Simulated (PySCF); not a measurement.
A structure optimised at B3LYP-D3(BJ)/def2-TZVPD, used in a PySCF frequency run:

```xyz
2

P      0.0000     0.0000    -0.9442
P      0.0000     0.0000     0.9442
```

Question: Write its SMILES, formula and point group.

Answer: P#P, P2, D∞h

Question: What are its rotational constants (standard atomic weights)?

Answer: 9.1505 GHz (linear rotor, B only)
